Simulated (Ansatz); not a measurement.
# Worked example: correlation energy of Cl–BH–Cl⁺, doublet

Geometry: that of the Cl–BH–Cl, triplet, kept fixed.

| atom | x (Å) | y (Å) | z (Å) |
| --- | --- | --- | --- |
| Cl | 0.0000 | -0.0888 | 1.6590 |
| B | 0.0000 | 0.4243 | 0.0000 |
| Cl | 0.0000 | -0.0888 | -1.6590 |
| H | 0.0000 | 1.6986 | 0.0000 |

Basis cc-pVDZ; Ansatz 0.2.0. Only valence electrons are correlated (noble-gas cores frozen), which leaves 17 electrons in 44 orbitals. R marks a restricted (for open shells ROHF) determinant, U an unrestricted one.

Full CI isn't at hand for all of this; UCCSDT(Q) serves as the reference, and is uncertain by about the last step of the cluster series.

Runs differ by some tens of microhartree through their thresholds and, for an open shell, their frozen cores, so steps under 0.03 kcal/mol mean nothing.

| level | total energy (hartree) |
| --- | --- |
| UHF | -943.933425 |
| UMP2 | -944.285806 |
| UCCSD | -944.316306 |
| UCCSD(T) | -944.330678 |
| UCCSDT | -944.332123 |
| UCCSDT(Q) | -944.333374 |

Question: What is the correlation energy at UCCSDT(Q), and what share of it do UMP2 and UCCSD recover?

Answer: E(corr) = -944.333374 − (-943.933425) = -0.399949 hartree = -10.883 eV. UMP2: -0.352381 / -0.399949 = 88.11 %. UCCSD: -0.382881 / -0.399949 = 95.73 %.

Question: By how many kcal/mol does UCCSD(T) miss UCCSDT(Q) (1 hartree = 627.509 kcal/mol), and which steps make up the rest?

Answer: -944.330678 − (-944.333374) = 0.002696 hartree = 1.69 kcal/mol. Steps: UCCSDT − UCCSD(T) = -0.91, UCCSDT(Q) − UCCSDT = -0.79 kcal/mol. Differences between like states or geometries often cancel part of this.
